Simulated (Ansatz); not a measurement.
BH5P (charge -1), SMILES [BH3-]P, a relaxed scan of one distance

Program: the Ansatz DFT code, driven from Python.

Run as a notebook:

**Cell 1**
```python
import ansatz as az
from ase import Atoms
import numpy as np
```

**Cell 2**
```python
atoms = Atoms(["B", "P", "H", "H", "H", "H", "H"], positions=[
    (-0.7318, -0.1282, -0.045),
    (1.0977, 0.0646, -0.6583),
    (-1.4244, 0.6585, -0.6107),
    (-1.1137, -1.232, -0.2782),
    (-0.7844, 0.0696, 1.1287),
    (1.3087, 1.3154, 0.0502),
    (1.6479, -0.7479, 0.4132),
])
bh5p = az.Crystal.molecule_from_ase(atoms)

job = (
    bh5p.calculation()
    .basis(gaussian="def2-SVP")
    .functional("b3lyp", dispersion="d4")
    .charge(-1)
)
symbols = [site.symbol for site in bh5p.cartesian_sites]
pairs = [(0, 1), (0, 2), (0, 3), (0, 4), (1, 5), (1, 6)]
print("held (A)   E (eV)        ", "  ".join(f"{symbols[i]}{i}-{symbols[j]}{j}" for i, j in pairs))
for length in [1.78, 1.94, 2.09, 2.33, 2.62]:
    report = job.relax(constraints=[az.DistanceConstraint((0, 1), at=length)], force_tolerance=0.02, max_steps=60).run(threads=1, pin="off").report
    xyz = np.array(report["positions_ang"])
    print(f"{length:6.2f} {report['free_energy_ev']:14.5f}  ", "  ".join(f"{np.linalg.norm(xyz[i] - xyz[j]):.3f}" for i, j in pairs))
```
Output:
```text
held (A)   E (eV)         B0-P1  B0-H2  B0-H3  B0-H4  P1-H5  P1-H6
DeckWarning: relax.constraints: the input's atoms, or those drawn, lie off the distances that are held; a relaxation that starts there is brought onto them ahead of its first SCF, by positions alone, an atom by 7.96e-2 Å at the most. With the symmetry detection on, the symmetry is detected on the input's atoms as so [...]
  1.78   -10044.23824   1.780  1.247  1.247  1.243  1.449  1.449
  1.94   -10044.59909   1.940  1.244  1.244  1.240  1.445  1.445
  2.09   -10044.60734   2.090  1.240  1.240  1.236  1.443  1.443
  2.33   -10044.34987   2.330  1.232  1.232  1.230  1.441  1.441
  2.62   -10043.93200   2.620  1.224  1.224  1.224  1.441  1.441
```

Reading the output:
- Total energies depend on the basis set; only differences at equal settings carry meaning.
- Warnings are shown shortened and without file and line.
- The energies are electronic: no zero-point or thermal terms, and the basis set is short of its limit.
- b3lyp holds the VWN-RPA fit, as in Gaussian; the form of ORCA and Turbomole is b3lyp5.
- Anions want diffuse functions, which this basis lacks.
- Wall time of the script: 35 s on 1 thread of Arm Neoverse V2, with other jobs on the host, peak memory 0.19 GiB.
